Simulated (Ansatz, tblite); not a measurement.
# CoF2: a ladder of methods and basis sets

The task here is to estimate one member of a computed series from the others.

Program: Ansatz 0.2.0, Gaussian basis. Level of theory: as each input shows. These are calculated values, not measurements.

The runs, in order: GFN1-xTB, GFN2-xTB, PBE-D4/def2-TZVP, r2SCAN-D4/def2-TZVP, BHLYP-D4/def2-TZVP, PBE-QIDH/def2-TZVP, BLYP-D4/def2-TZVP, CAM-B3LYP-D4/def2-TZVP, r2SCAN0-D4/def2-TZVP, LC-ωPBE(0.10)/def2-TZVP, LC-ωPBE(0.15)/def2-TZVP, LC-ωPBE(0.20)/def2-TZVP, LC-ωPBE(0.30)/def2-TZVP, PBE-D4/def2-SVP, PBE0-D4/def2-SVP, PBE0-D4/def2-TZVPD, PBE-D4/def2-TZVPD, r2SCAN-D4/def2-TZVPD, CCSD(T)/def2-TZVPP, MP2/def2-TZVP, RPA/def2-TZVP, CCSD(T)/def2-TZVPD.

## The relaxed structure

The quartet was relaxed beforehand with r2SCAN-D4/def2-TZVP.

3 atoms, charge 0, spin multiplicity 4.

Bond lengths: Co1–F2 1.720 Å, Co1–F3 1.720 Å. Angles: F2–Co1–F3 180.0°.

Formally the metal is d7. No spin-orbit coupling is included.

PBE0-D4/def2-TZVP was run before; its log isn't repeated, and its numbers join the tables.

The first run:

Tight binding, by tblite at 300 K electronic temperature and without a spin-polarisation term:

```python
tblite.interface.Calculator('GFN1-xTB', numbers, positions, charge=0, uhf=3).singlepoint()
```

Tight binding, by tblite at 300 K electronic temperature and without a spin-polarisation term:

```python
tblite.interface.Calculator('GFN2-xTB', numbers, positions, charge=0, uhf=3).singlepoint()
```

start.molden holds the orbitals of an earlier run on this state, given as this run's starting guess.

The input, in.yaml:

```yaml
crystal:
  periodic: [false, false, false]
  atoms:
    - {symbol: Co, position_ang: [0.000010, 0.000004, 0.000000]}
    - {symbol: F, position_ang: [-0.016853, -0.020835, 1.720149]}
    - {symbol: F, position_ang: [0.016853, 0.020831, -1.720149]}
basis:
  gaussian: {orbitals: def2-TZVP, initial_orbitals: start.molden}
magnetization: {spin_polarized: true, initial_magnetization: 3}
hamiltonian: {xc: pbe, dispersion: d4}
scf: {omitted_lower_state_checks: [starts]}
output: {forces: true, orbitals: {seedname: orbitals}}
```

On the command line:

```console
$ ansatz run in.yaml --threads 4 --pin off --events-out ev --progress --plain --max-ram 3916MiB
```

Steps of the session up to this table: PBE-D4/def2-TZVP; r2SCAN-D4/def2-TZVP; BHLYP-D4/def2-TZVP; PBE-QIDH/def2-TZVP; BLYP-D4/def2-TZVP; CAM-B3LYP-D4/def2-TZVP; r2SCAN0-D4/def2-TZVP; LC-ωPBE(0.10)/def2-TZVP; LC-ωPBE(0.15)/def2-TZVP; LC-ωPBE(0.20)/def2-TZVP; LC-ωPBE(0.30)/def2-TZVP; PBE-D4/def2-SVP; PBE0-D4/def2-SVP; PBE0-D4/def2-TZVPD; PBE-D4/def2-TZVPD; r2SCAN-D4/def2-TZVPD; CCSD(T)/def2-TZVPP; MP2/def2-TZVP; RPA/def2-TZVP; CCSD(T)/def2-TZVPD.

One table of the session follows, with a row left open; its other results are not shown here.

It belongs to the step «Levels side by side». 

| level | HOMO (eV) | LUMO (eV) | gap (eV) |
| --- | --- | --- | --- |
| PBE-D4/def2-SVP | -5.23 | -4.94 | 0.29 |
| PBE-D4/def2-TZVP | -6.07 | -5.64 | 0.44 |
| PBE-D4/def2-TZVPD | -6.15 | -5.69 | 0.46 |
| BLYP-D4/def2-TZVP | -6.09 | -5.70 | 0.40 |
| r2SCAN-D4/def2-TZVP | -6.74 | -5.31 | 1.43 |
| r2SCAN-D4/def2-TZVPD | -6.77 | -5.32 | 1.45 |
| PBE0-D4/def2-SVP | -8.39 | -3.52 | 4.87 |
| PBE0-D4/def2-TZVP | -8.94 | -3.98 | 4.96 |
| PBE0-D4/def2-TZVPD | -8.97 | -3.99 | 4.98 |
| r2SCAN0-D4/def2-TZVP | -9.30 | -3.69 | 5.61 |
| BHLYP-D4/def2-TZVP | -11.42 | -2.65 | 8.76 |
| CAM-B3LYP-D4/def2-TZVP | -10.62 | -3.08 | 7.55 |
| LC-ωPBE(0.10)/def2-TZVP | -7.66 | -4.23 | 3.43 |
| LC-ωPBE(0.15)/def2-TZVP | -8.43 | -3.60 | 4.83 |
| LC-ωPBE(0.20)/def2-TZVP | -9.19 | -3.06 | 6.12 |
| LC-ωPBE(0.30)/def2-TZVP | ? | ? | ? |

Q: Estimate the row for LC-ωPBE(0.30)/def2-TZVP from the others.

**Answer.** HOMO (eV): -10.60; LUMO (eV): -2.23; gap (eV): 8.37. In the column «HOMO (eV)» it lies between CAM-B3LYP-D4/def2-TZVP (-10.62) and r2SCAN0-D4/def2-TZVP (-9.30).
